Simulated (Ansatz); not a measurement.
# How far each method lies from UCCSDTQ for C₂H₅, doublet

Geometry: MP2(full)/6-31G*, from the G2/97 set.

```xyz
7

C    -0.0085   -0.7151    0.0000
C    -0.0085    0.7740    0.0000
H     1.0120   -1.1245    0.0000
H    -0.5111   -1.1141    0.8848
H    -0.5111   -1.1141   -0.8848
H     0.1060    1.3256    0.9237
H     0.1060    1.3256   -0.9237
```

Basis 6-31G; Ansatz 0.2.0. Only valence electrons are correlated (noble-gas cores frozen), which leaves 13 electrons in 26 orbitals. Prefix R: restricted or restricted open-shell reference; prefix U: unrestricted. Active spaces: valence = (13e, 13o) chosen from the atoms' valence shells.

Full CI isn't at hand for all of this; UCCSDTQ serves as the reference, and is uncertain by about the last step of the cluster series. The frozen core follows each run's orbitals, which can shift R against U totals by a few meV.

For open shells CISD and CISDTQ are restricted-active-space CI with the open shells as a complete middle space.

* UHF ⟨S²⟩: 0.763
* T1 diagnostic (RCCSD): 0.0130
* largest doubles amplitude (RCCSD): 0.038
* T1 diagnostic (UCCSD): 0.0073

```tsv
level	E − E(RHF) (eV)
UHF	-0.0959
RMP2	-4.5411
UMP2	-4.5589
RCCSD	-5.3926
UCCSD	-5.3925
RCCSD(T)	-5.4843
UCCSD(T)	-5.4840
```

(1) Estimate how far UCCSDTQ in 6-31G lies from RCCSD(T). The table doesn't fix it; the size of (T) and the diagnostics are the guide.

(1) UCCSDTQ in 6-31G lies 0.40 kcal/mol below RCCSD(T), which is 19 % of the (T) step (-2.12 kcal/mol). The diagnostics are small and one determinant leads, so the series closes fast and only a small part of (T) is left.

The other levels:

```tsv
level	E − E(UCCSDTQ) (kcal/mol)	share of correlation (%)	wall time
CISD	10.85	91.45	0.84 s
BCCD(T)	0.41	99.68	0.79 s
RCCSDT	0.13	99.90	–
UCCSDT	0.12	99.91	–
CISDTQ	0.53	99.58	10 s (H100)
RCCSDT(Q)	0.01	100.00	8.5 s
UCCSDT(Q)	0.00	100.00	7 s
RCCSDTQ	0.01	99.99	26 s (H100)
CASSCF (valence space)	44.39	65.01	–
NEVPT2 (valence space)	9.44	92.56	14 s (H100)
MRCISD (valence space)	1.65	98.70	–
MRCISD+Q (valence space)	0.34	99.73	15 s (H100)
```

The correlation energy at UCCSDTQ, counted from RHF, is -5.502 eV. That run took 30 s on 5 threads of AMD EPYC 7R13 with a whole H100 80 GB, shared host.

Times hold each run's SCF and search for its determinant on a shared host, so for small cases they say little of a method's own cost; rows without a card ran on 1 thread of AMD EPYC 7R13.

Natural occupations of CASSCF (valence space) about the gap: 1.977 1.975 1.975 1.973 1.001 0.027 0.023 0.023 0.021 0.021; effectively unpaired electrons, Σ n²(2−n)², 1.02.

Atomization energy (electronic, same basis, no zero-point term; atoms at the same level, unrestricted beside the R rows where the molecule is a closed shell, with restricted open-shell steps beyond CCSDT(Q)) at UCCSDTQ: 2219.4 kJ/mol. Errors of other levels:

```tsv
level	error (kJ/mol)
RHF	-329.1
UHF	-324.9
RMP2	-17.2
UMP2	-17.1
CISD	-42.0
RCCSD	-7.9
UCCSD	-8.0
RCCSD(T)	-0.8
UCCSD(T)	-1.0
BCCD(T)	-0.8
RCCSDT	-0.4
UCCSDT	-0.5
CISDTQ	-2.1
RCCSDT(Q)	0.1
UCCSDT(Q)	0.0
RCCSDTQ	0.1
CASSCF (valence space)	-82.0
NEVPT2 (valence space)	-0.2
MRCISD (valence space)	-6.2
MRCISD+Q (valence space)	-1.9
```

This basis is far from its limit, so the value isn't to be set against a measured one. Truncated CI isn't size-consistent, which counts against it in atomization.
